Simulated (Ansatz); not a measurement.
# C4H7F: single point in a Gaussian basis in Python

The task is a single point in a Gaussian basis, for C4H7F.

Program: Ansatz 0.2.0 through its Python package. Level of theory: RPA/def2-SVP. These are calculated values, not measurements.

**1. The system**

Bond lengths: C1–C2 1.300 Å, C2–C3 1.473 Å, C2–C4 1.462 Å, C4–F5 1.403 Å, C1–H6 1.085 Å, C1–H7 1.130 Å, C3–H8 1.052 Å, C3–H9 1.159 Å, C3–H10 1.100 Å, C4–H11 1.163 Å, C4–H12 1.049 Å. Angles (14 of 18 angles, heavy atoms first): C1–C2–C3 120.2°, C1–C2–C4 125.5°, C3–C2–C4 114.2°, C2–C4–F5 112.7°, C2–C1–H6 127.9°, C2–C1–H7 120.6°, C2–C3–H8 114.1°, C2–C3–H9 112.9°, C2–C3–H10 112.4°, C2–C4–H11 109.1°, C2–C4–H12 114.9°, F5–C4–H11 102.3°, F5–C4–H12 107.7°, H6–C1–H7 111.4°.

No structure file is read: the coordinates are typed or built in the script.

**2. The code**

The input, run_energy.py:

```python
"""Electronic structure of the C4H7F molecule."""

import sys
import warnings

import ansatz as az

GEOMETRY = """
C    -0.08190    1.47500    0.18100
C    -0.01840    0.18600    0.02770
C     0.86070   -0.62080    0.89220
C    -0.70280   -0.58040   -1.01200
F    -1.57430    0.20710   -1.77980
H     0.42630    2.08420    0.92100
H    -0.76480    2.09880   -0.46880
H     0.35670   -1.35660    1.45010
H     1.42410    0.01470    1.68140
H     1.64970   -1.13470    0.32440
H    -1.42950   -1.33700   -0.51050
H    -0.06860   -1.09130   -1.67270
"""

warnings.simplefilter("ignore", az.DeckWarning)

geometry = az.Crystal.molecule()
for line in GEOMETRY.strip().splitlines():
    symbol, *xyz = line.split()
    geometry = geometry.atom(symbol, [float(v) for v in xyz])

setup = (
    geometry.calculation()
    .basis(gaussian="def2-SVP")
    .correlation("RPA")
)
try:
    data = setup.run(threads=1, pin="off").report
except az.AnsatzError as error:
    sys.exit(f"{type(error).__name__}: {error}")

print(f"E = {data['free_energy_ev']:.6f} eV = {data['free_energy_ev'] / 27.211386246:.7f} Ha")
print("converged:", data["converged"], " doubts:", data["published_state_doubts"] or "none")

print("correlation energy", round(data["free_energy_ev"] - data["reference_energy_ev"], 5), "eV")
cluster = data["correlation"].get("coupled_cluster")
if cluster:
    print("cycles", cluster["cycles"], " T1 diagnostic", round(cluster["t1_diagnostic"], 4), " largest double", round(cluster["largest_double"], 4))
```

**3. Running it**

The run is started by

```console
$ python run_energy.py
```

Output:

```text
E = -6955.341526 eV = -255.6040866 Ha
converged: True  doubts: none
correlation energy -23.23259 eV
```

Wall time 3.1 s (1 thread of Arm Neoverse V1, shared host); peak memory 0.23 GiB.

Lines on the test bed's own set-up are left out of the output.

**4. Size and end state of the run**

From the engine's report, whether the script printed it or not:

| item | value |
| --- | --- |
| SCF cycles in all | 14 |
| orbitals (without the frozen core) | 100 |
| total energy (eV) | -6955.34153 |

**5. The same input on the command line**

Run from a file, the same calculation prints its log.

The input, input.yaml:

```yaml
crystal:
  periodic: [false, false, false]
  atoms:
    - { symbol: C, position_ang: [-0.0819, 1.475, 0.181] }
    - { symbol: C, position_ang: [-0.0184, 0.186, 0.0277] }
    - { symbol: C, position_ang: [0.8607, -0.6208, 0.8922] }
    - { symbol: C, position_ang: [-0.7028, -0.5804, -1.012] }
    - { symbol: F, position_ang: [-1.5743, 0.2071, -1.7798] }
    - { symbol: H, position_ang: [0.4263, 2.0842, 0.921] }
    - { symbol: H, position_ang: [-0.7648, 2.0988, -0.4688] }
    - { symbol: H, position_ang: [0.3567, -1.3566, 1.4501] }
    - { symbol: H, position_ang: [1.4241, 0.0147, 1.6814] }
    - { symbol: H, position_ang: [1.6497, -1.1347, 0.3244] }
    - { symbol: H, position_ang: [-1.4295, -1.337, -0.5105] }
    - { symbol: H, position_ang: [-0.0686, -1.0913, -1.6727] }
basis:
  gaussian: { orbitals: def2-SVP }
correlation:
  method: rpa
```

The run is started by

```console
$ ansatz run input.yaml --threads 1 --pin off --max-ram 4096MiB --backend cpu --events-out ev --progress --plain --runs-dir out
```

Output:

```text
Warning: RAYON_NUM_THREADS=1 ignored (pool sized by the plan → 1); use --threads N
Engine: ansatz 0.2.0, aarch64-unknown-linux-gnu
Functional definition: HF
  exchange = exact_x
  correlation = 0
1075 factors; integrals over basis functions are off by at most 1.1e-3 eV
mean field evaluation 1: about -6929.0791 eV, gradient 3.2e1 eV
mean field evaluation 2: about -6929.2103 eV, gradient 3.2e1 eV
mean field evaluation 4: about -6932.0646 eV, gradient 3.8e0 eV
mean field evaluation 8: about -6932.1087 eV, gradient 2.0e-1 eV
mean field -6932.10893181 eV, -254.7503044920 hartree, gradient 1.7e-6 eV, S^2 0.000000; 0 other end points of the search recorded, 0 dependent functions left out
5 core orbitals not correlated: weight in the atoms' cores, before any rotation towards them, 1.000 or more for the frozen orbitals, at most 0.000 for the correlated occupied ones
reference -6932.10893181 eV, -254.7503044920 hartree; 15, 15 occupied and 85, 85 virtual orbitals, 1075 factors
Total energy: -6955.34152558 eV, -255.6040865654 hartree
```

It took 3.5 s on 1 thread of Arm Neoverse V1, shared host; peak memory 0.18 GiB.

Script and command line differ by 0.000 meV in the energy.

**6. Summary of results**

| quantity | value |
| --- | --- |
| total energy | -6955.3415 eV |

**Reading.** The run converged in 14 cycles with 100 orbitals. The geometry is a force-field or estimated start, not a minimum of this method, and the basis set is short of its limit. Inner cores stay frozen, so this is valence correlation.
